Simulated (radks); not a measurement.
**S³⁺ in [Ne] 3s2 3p1: an all-electron calculation**

An exercise on one series of results from a longer session: the logs are not shown, and one member is left open.

The numbers are computed with radks (a radial shooting solver on a logarithmic mesh, Libxc functionals) version 1 (Dirac Kohn-Sham, PBEsol, spin-unpolarised, spherical densities, finite nucleus; open shells fill j = l - 1/2 first), except any that are marked as measured or tabulated.

### The atom as given

```
element            : sulfur (Z = 16)
charge             : +3
electrons          : 13
configuration      : [Ne] 3s2 3p1
nuclear rms radius : 3.2611 fm
```

Set-up of the first run:

The run's settings:

```text
Z 16
configuration [Ne] 3s2 3p1
relativity Dirac
functional pbe_sol,pbe_sol
spin unpolarised
j_filling energy
nucleus finite rms 3.2611 fm
c 137.035999084
```

On the command line:

```
$ python run_ks.py task.json out
```

All runs below come from this command, one after another.

One of the session's tables, all rows but one given; the rest of the session is left out.

It belongs to the step «Shells». Sizes of the orbitals, from the radial functions (bohr):

```
level      <r>  outermost maximum (interpolated)  90 % within  nodes
1s1/2  0.09698                            0.0634        0.173      0
2s1/2   0.4784                             0.388        0.750      1
2p1/2   0.4396                             0.324        0.732      0
2p3/2   0.4418                             0.326        0.735      0
3s1/2    1.521                              1.34         2.25      2
3p1/2    1.659                              1.44         2.50      1
3p3/2        ?                                 ?            ?      ?
```

Q: Estimate the row for 3p3/2 from the others.

The run gave: <r>: 1.663; outermost maximum (interpolated): 1.44; 90 % within: 2.51; nodes: 1. In the column «<r>» it is the highest.

To keep in mind: Spin polarisation and multiplet splitting are left out.
